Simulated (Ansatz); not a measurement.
Ansatz (a first-principles code) input:

Ansatz 0.2 input:
```yaml
crystal:
  periodic: [false, false, false]
  atoms:
    - {symbol: C, position_ang: [0.00521638, -0.17027709, -0.33328643]}
    - {symbol: C, position_ang: [-0.01052946, 0.18692732, 0.99931659]}
    - {symbol: F, position_ang: [1.10857734, -0.14681244, -1.04645536]}
    - {symbol: F, position_ang: [-1.08739666, -0.18149448, -1.06310615]}
    - {symbol: N, position_ang: [-0.02267823, 0.40783727, 2.14141037]}
basis:
  gaussian:
    orbitals: def2-TZVP
hamiltonian:
  xc: b3lyp
  dispersion: d3bj
magnetization: {spin_polarized: true, initial_magnetization: 1}
phonons: {temperatures: {t_min: 298.15, t_max: 298.15, t_step: 100}}
```

Task: Which total energy does the run end on?

Result: -330.70001 Eh (B3LYP-D3(BJ)/def2-TZVP). The basis has 155 functions.

It need not be the lowest isomer of its formula.
